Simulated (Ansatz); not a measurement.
in.yaml

```yaml
crystal:
  periodic: [false, false, false]
  atoms:
    - {symbol: Ge, position_ang: [0.000000, 0.000000, 0.188400]}
    - {symbol: As, position_ang: [0.000000, 0.000000, -1.902600]}
    - {symbol: H, position_ang: [0.000000, 0.000000, 1.714200]}
basis:
  gaussian: {orbitals: STO-3G}
magnetization: {spin_polarized: false}
correlation: {method: bccd, electrons: outside_noble_gas}
scf: {omitted_lower_state_checks: [cluster_reference]}
output: {forces: true}
```

```sh
$ ansatz run in.yaml --threads 1 --pin off --events-out ev --progress --plain --max-ram 2393MiB
```

Log:

```
these checks for a lower state are left out or cut short: cluster_reference
364 factors; integrals over basis functions are off by at most 2.2e-5 eV
mean field evaluation 1: about -115959.6474 eV, gradient 2.3e1 eV
mean field evaluation 2: about -115959.6546 eV, gradient 2.3e1 eV
mean field evaluation 4: about -115962.4986 eV, gradient 1.6e0 eV
mean field evaluation 8: about -115962.5199 eV, gradient 6.1e-3 eV
mean field -115962.51985588 eV, -4261.5440024844 hartree, gradient 3.1e-6 eV, S^2 0.000000; 0 other end points of the search recorded, 0 dependent functions left out; unrestricted orbitals would lower it
28 core orbitals not correlated, not the lowest: weight in the atoms' cores, before any rotation towards them, 0.798 or more for the frozen orbitals, at most 0.158 for the correlated occupied ones
reference -115962.51985588 eV, -4261.5440024844 hartree; 5, 5 occupied and 4, 4 virtual orbitals, 364 factors
second order -3.12444913 eV of doubles, -0.00000000 eV of singles
cycle   1  -3.06372559 eV  change    6.1e-2 eV  update   1.0e-1
cycle   2  -3.23090961 eV  change   -1.7e-1 eV  update   5.9e-2
cycle   3  -3.39334664 eV  change   -1.6e-1 eV  update   3.2e-2
cycle   4  -3.44375326 eV  change   -5.0e-2 eV  update   1.5e-2
cycle   5  -3.46741101 eV  change   -2.4e-2 eV  update   5.5e-3
cycle   6  -3.46967011 eV  change   -2.3e-3 eV  update   9.7e-4
cycle   7  -3.46911693 eV  change    5.5e-4 eV  update   2.9e-4
cycle   8  -3.46947011 eV  change   -3.5e-4 eV  update   9.0e-5
cycle   9  -3.46947116 eV  change   -1.0e-6 eV  update   1.6e-5
cycle  10  -3.46946253 eV  change    8.6e-6 eV  update   5.1e-6
cycle  11  -3.46946445 eV  change   -1.9e-6 eV  update   1.5e-6
WARN: the results are in doubt because among natural orbitals full CI differs from the method by -0.103 eV
the calculation of the forces begins
Total energy: -115965.98932032 eV, -4261.6715029510 hartree
Atom 0 at     0.000000     0.000000     0.188400 Å, force    -0.000000     0.000000    -1.256137 eV/Å
Atom 1 at     0.000000     0.000000    -1.902600 Å, force    -0.000000    -0.000000     2.967715 eV/Å
Atom 2 at     0.000000     0.000000     1.714200 Å, force     0.000000    -0.000000    -1.711578 eV/Å
Dipole moment:     0.000000    -0.000000     0.253421 e Å
In doubt: among natural orbitals full CI differs from the method by -0.103 eV
Checks for a lower state left out: cluster_reference
```

Forces (eV/Å):
```
Ge   0.000  0.000 -1.256
As   0.000  0.000  2.968
H    0.000  0.000 -1.712
```

Ran on 1 thread of Arm Neoverse V1, shared host: 0.72 s wall, 0.09 GiB peak host memory.
